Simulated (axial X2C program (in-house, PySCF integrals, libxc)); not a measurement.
Bond lengths and stretching modes, held linear, of ClAlCl

Computed with an axial X2C code built on PySCF integrals: two-component X2C with atomic mean-field Coulomb and Gaunt terms, Gaussian nuclei, basis Cl dyall-av3z, Al dyall-v3z with contracted cores. Spin-free rows use the one-electron spin-free X2C Hamiltonian.

Masses Cl 34.969, Al 26.982, Cl 34.969 u. States: 2c Ω = 1/2 (beyond evenly filled blocks: ω = 1/2); spin-free M_S = 1/2, Λ = 0 (beyond evenly filled blocks: σα).

HF, spin-free: energies above the lowest point

```json
{"r(Cl–Al) (Å)": "2.1079", "r(Al–Cl) (Å)": "2.1079", "E (meV)": "40.09"}
{"r(Cl–Al) (Å)": "2.1079", "r(Al–Cl) (Å)": "2.1620", "E (meV)": "18.59"}
{"r(Cl–Al) (Å)": "2.1079", "r(Al–Cl) (Å)": "2.2160", "E (meV)": "29.51"}
{"r(Cl–Al) (Å)": "2.1620", "r(Al–Cl) (Å)": "2.1079", "E (meV)": "18.59"}
{"r(Cl–Al) (Å)": "2.1620", "r(Al–Cl) (Å)": "2.1620", "E (meV)": "0.00"}
{"r(Cl–Al) (Å)": "2.1620", "r(Al–Cl) (Å)": "2.2160", "E (meV)": "14.07"}
{"r(Cl–Al) (Å)": "2.1620", "r(Al–Cl) (Å)": "2.2701", "E (meV)": "53.27"}
{"r(Cl–Al) (Å)": "2.2160", "r(Al–Cl) (Å)": "2.1079", "E (meV)": "29.51"}
{"r(Cl–Al) (Å)": "2.2160", "r(Al–Cl) (Å)": "2.1620", "E (meV)": "14.07"}
{"r(Cl–Al) (Å)": "2.2160", "r(Al–Cl) (Å)": "2.2160", "E (meV)": "31.50"}
{"r(Cl–Al) (Å)": "2.2701", "r(Al–Cl) (Å)": "2.1620", "E (meV)": "53.27"}
{"r(Cl–Al) (Å)": "2.2701", "r(Al–Cl) (Å)": "2.2701", "E (meV)": "120.57"}
```

Fit a quadratic surface with cubic terms in each bond: where is the minimum, and what are the two stretching wavenumbers?

At HF, spin-free: bonds 2.163 and 2.163 Å; harmonic stretches 309.2 and 528.9 cm⁻¹; force constants 1.79, 1.79 and coupling 0.18 mdyn/Å.

The other levels and Hamiltonians give:

| Hamiltonian | level | r(Cl–Al) (Å) | r(Al–Cl) (Å) | lower stretch (cm⁻¹) | upper stretch (cm⁻¹) |
| --- | --- | --- | --- | --- | --- |
| 2c | PBE0 | 2.160 | 2.160 | 308.1 | 537.1 |
| 2c | HF | 2.164 | 2.164 | 309.1 | 528.8 |
| 2c | PBE | 2.178 | 2.178 | 297.0 | 521.4 |
| 2c | MP2 | 2.153 | 2.153 | 315.9 | 558.2 |
| spin-free | PBE0 | 2.160 | 2.160 | 308.2 | 537.1 |
| spin-free | PBE | 2.178 | 2.178 | 297.2 | 521.5 |
| spin-free | MP2 | 2.152 | 2.152 | 316.0 | 558.2 |

Each state is one determinant, the lowest of a limited PBE0 search; the stretches come from a fit to these few points and carry an uncertainty of a few per cent. Other orders of the atoms were not compared. MP2 freezes inner shells (threshold -2 hartree). The molecule was held linear; bending was not examined, so a bent shape may lie lower.
